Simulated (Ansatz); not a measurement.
Elements on the sites of an ideal bcc lattice, at a guessed lattice constant:

```
Au Bi
1.0
    -3.93650   -3.93650    3.93650
    -3.93650    3.93650   -3.93650
     1.96825   -5.90475   -5.90475
Au Bi
2 10
Direct
  0.16667 0.16667 0.66667
  0.50000 0.50000 0.00000
  0.66667 0.66667 0.66667
  0.16667 0.66667 0.66667
  0.66667 0.16667 0.66667
  0.83333 0.83333 0.33333
  0.33333 0.83333 0.33333
  0.83333 0.33333 0.33333
  0.33333 0.33333 0.33333
  0.00000 0.50000 0.00000
  0.50000 0.00000 0.00000
  0.00000 0.00000 0.00000
```

Cell and atoms were relaxed without symmetry on coarser meshes and computed once more. The calculation used DFT PBE, scalar-relativistic, plane waves, PAW (Ansatz 0.2.0).

Cutoff 420 eV; k points 5×5×4 on the computed 12-atom cell (Γ-centred); Gaussian smearing, width 0.10 eV; no spin polarisation.

The relaxation ran on 2×2×2 (shifted) and then 3×3×2 k points with a smearing of 0.1 eV, from sites shaken by 0.02 Å.

What does the relaxation give?

A volume of 32.21 Å³/atom and no gap on the mesh. It lies 0.09 eV/atom above the elements' standard states (static lattices, no corrections for gases). The atoms leave their sites by 1.24 Å (root mean square) and 1.62 Å at most, and the cell stretches by up to 26.6 % at fixed volume, so the lattice hasn't survived.

```yaml
crystal:
  lattice:
    - [-4.43544, -3.52172, 2.79145]
    - [-4.43483, 2.79945, -3.51550]
    - [1.12148, -6.79773, -6.82222]
  atoms:
    - { symbol: Au, position: [0.16571, 0.16636, 0.68500] }
    - { symbol: Au, position: [0.66569, 0.66233, 0.98173] }
    - { symbol: Bi, position: [0.66462, 0.66664, 0.69044] }
    - { symbol: Bi, position: [0.16457, 0.66675, 0.66468] }
    - { symbol: Bi, position: [0.66549, 0.16685, 0.66905] }
    - { symbol: Bi, position: [0.66634, 0.66179, 0.26978] }
    - { symbol: Bi, position: [0.16627, 0.66628, 0.33129] }
    - { symbol: Bi, position: [0.66513, 0.16243, 0.33546] }
    - { symbol: Bi, position: [0.16505, 0.16693, 0.39701] }
    - { symbol: Bi, position: [0.16590, 0.66183, 0.99770] }
    - { symbol: Bi, position: [0.66684, 0.16195, 0.00207] }
    - { symbol: Bi, position: [0.16678, 0.16203, 0.97627] }
```

The final mesh leaves forces up to 0.08 eV/Å and stresses up to 0.9 GPa: the relaxation ran on a coarser mesh, so the cell's shape, its bonds and its energy belong partly to that mesh.

Spin-orbit coupling is left out, which matters for the bands of heavy elements.

Cost: 2 runs of about 10 core-minutes in all (earlier runs that led there not counted), on Intel Xeon 6975P-C (Granite Rapids) (shared hosts).